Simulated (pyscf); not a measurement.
Thermochemistry of product channels of H₂N–SiH(NH₂)–Cl + H• on the doublet surface, in kcal/mol, from ωB97M-D3(BJ)/def2-TZVP energies (ideal gas, 1 atm, RRHO with modes under 100 cm⁻¹ raised to 100, one conformer, R ln 2 for chiral ones without a mode under 150 cm⁻¹). Structures and frequencies: ωB97X-D3(BJ)/def2-SVP in PySCF.

```json
[
 {"products": "H₂N–Si•(NH₂)–Cl + H₂", "ΔE": "(withheld)", "ΔH(298 K)": "-7.8", "ΔG(600 K)": "-10.8", "ΔG(900 K)": "-12.3"},
 {"products": "H₂N–SiH•–NH₂ + HCl", "ΔE": "+14.8", "ΔH(298 K)": "+16.7", "ΔG(600 K)": "+10.0", "ΔG(900 K)": "(withheld)"}
]
```

**Question.** Some entries are withheld; supply them.

**Answer.** 
- H₂N–Si•(NH₂)–Cl + H₂, ΔE: -8.6
- H₂N–SiH•–NH₂ + HCl, ΔG(900 K): +7.2

These are energies of the channels, which say nothing of barriers.
